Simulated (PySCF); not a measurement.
# Gas-phase thermal properties of H3SiNH2

Energies from PySCF (xtb for GFN2), thermal terms from the rigid-rotor harmonic-oscillator model, ideal gas at 1 bar. 6-31G* has spherical d functions here. All species are closed-shell singlets. B3LYP is the form with VWN-RPA correlation. H3SiNH2: computed as isolated molecules; such fragments, hydroxides, amides, oligomers or adducts are transient or little studied in the gas. The harmonic model lacks anharmonicity and excited electronic states, which grow with temperature; levels with a mode under 35 cm⁻¹ are left out. Internal rotation in H3SiNH2 is treated as a harmonic vibration of one conformer, which makes the entropy rough.

```
level           point group  σ  ZPE (kJ/mol)  S°298 (J/mol/K)  Cp298 (J/mol/K)  S°1000 (J/mol/K)  H1000 − H298 (kJ/mol)
--------------  -----------  -  ------------  ---------------  ---------------  ----------------  ---------------------
B3LYP/6-31G*             Cs  1         132.9            262.7             63.8             373.9                   68.4
GFN2-xTB                 Cs  1         127.2            263.1             68.1             378.6                   70.7
HF/6-31G*                Cs  1         141.4            262.6             61.6             370.2                   66.3
PBE/def2-SVP             Cs  1         128.1            263.3             65.6             377.0                   69.8
PBE0/def2-TZVP           Cs  1         132.0            264.4             64.9             376.5                   68.9
```
σ: rotational symmetry number. Electronic degeneracy used: 1. Frequencies are unscaled.
